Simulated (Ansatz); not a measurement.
I need a ranking of conformers of C3H5NO, SMILES COCC#N. Use the Python package of Ansatz (0.2.0). Use (for the species named): PBE0, def2-SVP basis, multiplicity 1, D4 dispersion.

`c3h5no_conformers.py`
```python
'''Conformer energies of C3H5NO.'''

from dataclasses import dataclass
import logging
import sys

import ansatz as az
from rdkit import Chem
from rdkit.Chem import AllChem

logging.basicConfig(stream=sys.stdout, format='%(name)s: %(message)s')
log = logging.getLogger('ansatz_job')
log.setLevel(logging.INFO)


@dataclass(frozen=True)
class Settings:
    basis_set: str = 'def2-SVP'
    functional: str = 'pbe0'
    vdw: str = 'd4'


opts = Settings()


def main() -> None:
    rd = Chem.AddHs(Chem.MolFromSmiles('COCC#N'))
    ids = list(AllChem.EmbedMultipleConfs(rd, numConfs=20, randomSeed=949, pruneRmsThresh=0.4))
    field = [energy for _, energy in AllChem.MMFFOptimizeMoleculeConfs(rd)]
    distinct = {round(e, 2): i for i, e in zip(ids, field)}
    chosen = sorted(distinct.items())[:5]
    found = []
    for force_field, index in chosen:
        molecule = az.Crystal.molecule()
        for atom, xyz in zip(rd.GetAtoms(), rd.GetConformer(index).GetPositions()):
            molecule = molecule.atom(atom.GetSymbol(), xyz.round(5).tolist())
        model = molecule.calculation()
        model = model.basis(gaussian=opts.basis_set)
        model = model.functional(opts.functional, dispersion=opts.vdw)
        found.append(model.run().report['free_energy_ev'])
    log.info('conformer   MMFF (kcal/mol)   this level (eV)')
    for (force_field, index), e in zip(chosen, found):
        log.info(f'{index:9d} {force_field - chosen[0][0]:17.2f} {(e - min(found)):17.3f}')


if __name__ == '__main__':
    main()
```

Output of `python c3h5no_conformers.py`:
```text
ansatz_job: conformer   MMFF (kcal/mol)   this level (eV)
ansatz_job:         2              0.00             0.000
ansatz_job:         1              0.24             0.070
```

The conformers keep their force-field geometries. Wall time of the script: 5.3 s on 1 thread of Intel(R) Xeon(R) Platinum 8259CL CPU @ 2.50GHz (Skylake/Cascade Lake) (shared host), peak memory 0.29 GiB.
